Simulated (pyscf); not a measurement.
Optimised with ωB97X-D3(BJ)/def2-SVP in PySCF.

Task: What is the homolytic dissociation enthalpy (298 K, ωB97M-D3(BJ)/def2-TZVP) of the O–S bond of F–Nb(F)(F)(F)–O–SH, to [O–Nb(F)(F)(F)–F]• + SH•?

Result: O–S to [O–Nb(F)(F)(F)–F]• + SH•: 3.09 eV. The 7 functionals that were run give +2.94 (r²SCAN) to +3.17 eV (M06-2X). The radicals are drawn with the spin at the cut bond; how far it spreads was not checked. Other isomers of [O–Nb(F)(F)(F)–F]• were not searched in full and may lie lower. Left out: the spin-orbit lowering of SH. Open-shell species with a d-block atom are single-reference here; other states, and whether the spin sits on metal or ligand, were not checked. Elements past Kr carry the def2 core potentials, without spin-orbit coupling.
